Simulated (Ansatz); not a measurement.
How the smallest direct gap on the k points sampled of zinc-blende CdTe moves with the method

No measured value is used here.

```tsv
level (code)	value (eV)	cell (Å³/atom)
LDA (Ansatz)	0.51	34.01
LDA+SOC (Ansatz)	…	34.01
PBE (Ansatz)	0.77	34.01
r²SCAN (Ansatz)	1.28	34.01
r²SCAN+SOC (Ansatz)	1.02	34.01
B3LYP (VWN-RPA form) (Ansatz)	1.80	34.01
PBE0 (Ansatz)	2.21	34.01
r²SCANh (Ansatz)	…	35.05
Hartree–Fock (Ansatz)	…	34.01
```

What belongs in the gaps?


- LDA+SOC (Ansatz, a first-principles code), value (eV): 0.24
- r²SCANh (Ansatz), value (eV): 1.66
- Hartree–Fock (Ansatz), value (eV): 7.35

Computed values are for a static lattice. Levels without +SOC have no spin–orbit coupling; where heavier elements are present it shifts gaps, mostly down, and can invert bands.  Values are at the measured cell; r²SCANh at the level's own relaxed cell. Cutoffs and k meshes differ between the levels. Ansatz's density-functional and Hartree–Fock values are scalar-relativistic unless marked +SOC, with PAW data made under PBE.
